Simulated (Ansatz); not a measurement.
Born–Oppenheimer molecular dynamics of AlFH4O (7 atoms, charge 0, multiplicity 1). It starts at the highest image of a converged band, a first-order saddle point between two minima.

All numbers below come from Ansatz, RKS PBE0/def2-SVP.

| Item | Value |
| --- | --- |
| ensemble | NVE (velocity Verlet) |
| time step | 0.5 fs |
| steps asked | 200 |
| starting velocities drawn for | 300 K |
| seed | 8824 |

First frame:

```xyz
7
Properties=species:S:1:pos:R:3
Al 0.034 0.301 -0.079
F -0.024 0.106 1.866
O 1.577 -0.175 -0.611
H 1.794 -0.866 -1.237
H -1.327 -0.195 -0.704
H 0.084 1.845 0.596
H 0.040 1.116 1.615
```

(1) How far do the bonds stretch over the last three quarters of this one trajectory? (Pairs bonded in most of those frames.)

Results:

(1) 
```tsv
bond	mean (Å)	spread (Å)	shortest	longest
Al1–F2	1.666	0.071	1.54	1.79
Al1–O3	1.700	0.054	1.60	1.79
Al1–H5	1.588	0.044	1.51	1.66
O3–H4	0.960	0.009	0.94	0.97
H6–H7	0.767	0.043	0.70	0.83
```

Mean temperature of the second half: 1476 K. The conserved energy stayed within 0.29 meV per atom of its start (net change -0.16 meV per atom), so the integration is sound. The kinetic energy rose, since the run started high on the potential surface and went downhill. It ends in pieces (AlFH2O + H2), so much of that is their flight and rotation, not heat. A run of 0.1 ps of so small a system gives no equilibrium averages. The orbitals stay closed-shell, which can raise the energy where a bond breaks towards radicals; this wasn't checked here.

Run time: 4.5 min on 1 thread of Intel(R) Xeon(R) Platinum 8488C (Sapphire Rapids), with other jobs on the host, peak memory 0.13 GiB.
